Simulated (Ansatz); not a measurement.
The same path of BFH₅N (8 atoms, charge 0, multiplicity 1) was run twice with different band settings. Lost on the way: B1–F2, N5–H8. Made: F2–H8.

Theory: Ansatz 0.2.0, RKS revPBE/def2-SVP.

Relaxed end points:

```xyz
8
Properties=species:S:1:pos:R:3
B 0.025 -0.113 0.165
F 0.224 0.700 1.293
H 0.969 -0.126 -0.638
H -1.105 -0.036 -0.337
N 0.049 -1.684 0.797
H -0.113 -2.385 0.061
H 0.955 -1.894 1.243
H -0.682 -1.802 1.515
```

```xyz
8
Properties=species:S:1:pos:R:3
B 0.100 -0.570 -0.371
F -0.411 0.242 2.378
H 1.103 0.090 -0.548
H -0.983 -0.266 -0.825
N 0.201 -1.757 0.394
H -0.571 -2.420 0.492
H 1.095 -2.135 0.715
H -0.209 -0.525 1.862
```

Common settings: movable images 7; climbing image yes; spring 5.0 eV/Å²; optimiser quadratic models (default); start path through a guess of the saddle point; iteration limit 60; end points relaxed.

| run | force threshold |
| --- | --- |
| 1 | 0.05 eV/Å |
| 2 | 0.2 eV/Å |

Q: What does each run give, and how far can it be trusted?

A: Run 1: converged after 12 iterations, highest image 1.235 eV above the first end. A vibrational analysis at the climbing image gives one clearly imaginary mode, 512i cm⁻¹: a first-order saddle point.
Run 2: converged after 11 iterations, highest image 1.234 eV above the first end. The threshold of 0.2 eV/Å is loose, so the images may lie well off the minimum-energy path. Another band between the same ends (7 images) ends at a top of the same energy, where a vibrational analysis finds 1 clearly imaginary mode.
The orbitals stay closed-shell, which can raise the energy where a bond breaks towards radicals; this wasn't checked here.
